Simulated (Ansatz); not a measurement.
# C4H6O: one species, many methods

One table from this session's results is given with a row withheld; the runs are named, their logs left out.

Program: Ansatz 0.2.0, Gaussian basis. Level of theory: functionals in def2-TZVPP, the program's frozen cores in correlated methods. These are calculated values, not measurements.

Levels to be run: LDA (SPW92), PBE-D4, revPBE-D4, BLYP-D4, r2SCAN-D4, B97M-V, PBE0-D4, B3LYP-D4, r2SCANh-D4, r2SCAN0-D4, HSE06-D4, BHLYP-D4, CAM-B3LYP-D4, LC-ωPBE, ωB97X-V, ωB97M-V, B2PLYP, PBE-QIDH; CCSD(T)/def2-SVP; CCSD(T)/def2-TZVPP; MP2/def2-QZVPP; extrapolation to the limit; RPA on PBE.

### The geometry

An earlier PBE0-D4 in a triple-zeta def2 set relaxation fixed the geometry.

SMILES `C#COCC`, 11 atoms, charge 0, spin multiplicity 1.

Atoms are counted from 1 here; the program's logs count them from 0.

Bond lengths: C1–C2 1.200 Å, C1–H6 1.062 Å, C2–O3 1.290 Å, O3–C4 1.445 Å, C4–C5 1.502 Å, C4–H7 1.094 Å, C4–H8 1.094 Å, C5–H9 1.091 Å, C5–H10 1.091 Å, C5–H11 1.092 Å. Angles: C2–C1–H6 179.0°, C1–C2–O3 178.8°, C2–O3–C4 114.8°, O3–C4–C5 107.8°, O3–C4–H7 108.1°, O3–C4–H8 108.1°, C5–C4–H7 112.0°, C5–C4–H8 112.0°, H7–C4–H8 108.6°, C4–C5–H9 110.9°, C4–C5–H10 110.9°, C4–C5–H11 109.6°, H9–C5–H10 108.6°, H9–C5–H11 108.4°, H10–C5–H11 108.4°.

The first run:

in.yaml reads:

```yaml
crystal:
  periodic: [false, false, false]
  atoms:
    - {symbol: C, position_ang: [-0.603673, 2.043581, -1.993507]}
    - {symbol: C, position_ang: [-0.675568, 1.120751, -1.229759]}
    - {symbol: O, position_ang: [-0.778383, 0.125151, -0.415706]}
    - {symbol: C, position_ang: [0.426279, -0.184019, 0.319573]}
    - {symbol: C, position_ang: [0.132043, -1.356665, 1.210132]}
    - {symbol: H, position_ang: [-0.557255, 2.857783, -2.674082]}
    - {symbol: H, position_ang: [0.713206, 0.703554, 0.890755]}
    - {symbol: H, position_ang: [1.217860, -0.404969, -0.402188]}
    - {symbol: H, position_ang: [-0.669322, -1.120101, 1.911973]}
    - {symbol: H, position_ang: [-0.165357, -2.226307, 0.621913]}
    - {symbol: H, position_ang: [1.025669, -1.615861, 1.781496]}
basis:
  gaussian: {orbitals: def2-TZVPP}
hamiltonian: {xc: lda}
output: {orbitals: {seedname: orbitals}}
```

On the command line:

```sh
$ ansatz run in.yaml --threads 4 --pin off --events-out ev --progress --plain --max-ram 10444MiB
```

Among the steps run: LDA; PBE-D4 (GGA); revPBE-D4 (GGA); BLYP-D4 (GGA); r2SCAN-D4 (meta-GGA); B97M-V (meta-GGA); B3LYP-D4 (hybrid); r2SCANh-D4 (hybrid); r2SCAN0-D4 (hybrid); HSE06-D4 (hybrid); BHLYP-D4 (hybrid); CAM-B3LYP-D4 (range-separated); LC-ωPBE (range-separated); ωB97X-V (range-separated); ωB97M-V (range-separated); B2PLYP (double hybrid); PBE-QIDH (double hybrid).

One of the session's tables, all rows but one given; the rest of the session is left out.

It belongs to the step «Frontier levels by functional». 

```
  functional  HOMO (eV)  LUMO (eV)  gap (eV)
 LDA (SPW92)      -5.85       0.15      6.01
      PBE-D4      -5.67       0.31      5.98
   revPBE-D4      -5.60       0.38      5.98
     BLYP-D4      -5.54       0.29      5.82
   r2SCAN-D4      -5.89       0.80      6.69
      B97M-V      -5.93       0.50      6.43
     PBE0-D4      -6.95       1.13      8.08
    B3LYP-D4      -6.72       0.78      7.50
  r2SCANh-D4          ?          ?         ?
  r2SCAN0-D4      -7.11       1.66      8.77
    HSE06-D4      -6.55       0.76      7.31
    BHLYP-D4      -8.12       1.71      9.83
CAM-B3LYP-D4      -8.33       1.88     10.21
     LC-ωPBE      -9.68       3.20     12.89
     ωB97X-V      -9.32       3.00     12.31
     ωB97M-V      -9.22       2.55     11.77
```

**Question.** Estimate the row for r2SCANh-D4.

Worked estimate for «HOMO (eV)». Against the share of exact exchange, r2SCAN-D4 (0, -5.89), r2SCAN0-D4 (0.25, -7.11) give a slope of -4.88 per unit share; at 0.1 the line stands at -6.38.

As computed: HOMO (eV): -6.38; LUMO (eV): 1.18; gap (eV): 7.57. In «HOMO (eV)» the line misses by 0.00.
